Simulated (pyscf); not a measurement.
H₃C–Au + hydrogen (H₂) -> methane (CH₄) + AuH, a four-centre exchange (singlet surface; Au–C, H–H broken, C–H, Au–H formed). Optimised with ωB97X-D3(BJ)/def2-SVP in PySCF. Energies in kJ/mol from the separated reactants.

Small-basis levels: PySCF, no dispersion term, spherical d functions. 

**Question.** Quick B3LYP/6-31G*+LANL2DZ single points give ΔE‡ = 283.2 kJ/mol and ΔE = -53.7 kJ/mol. What does ωB97M-D3(BJ)/def2-TZVP give, and how far is the quick result from it?

**Answer.** ωB97M-D3(BJ)/def2-TZVP gives ΔE‡ = 283.1 kJ/mol and ΔE = -67.0 kJ/mol. B3LYP/6-31G*+LANL2DZ lies 0.0 kJ/mol over it in the barrier and 13.3 kJ/mol over it in the reaction energy, so on this step it does not hold to within 12.6 kJ/mol. ωB97M-D3(BJ)/def2-TZVP has limits of its own. The reactants may also form a dative adduct at H₃C–Au; it and routes through it were not searched. The products may also form a dative adduct at AuH; it and routes through it were not searched. From the product side, Au• + H• + CH₄ lies, by one bond made or cut, 67.3 kJ/mol under this saddle at ωB97M-D3(BJ)/def2-TZVP. The same reactants have a lower exit, to CH₃• + Au• + H₂ (no saddle counted: cutting one bond costs +233.7 kJ/mol at ωB97M-D3(BJ)/def2-TZVP, against +283.1 kJ/mol here). One saddle was located; it need not be the lowest between these sides. One closed-shell reference is unstable to symmetry breaking; treat the single-reference values with care. In the def2 sets elements past Kr carry core potentials, without spin-orbit coupling.
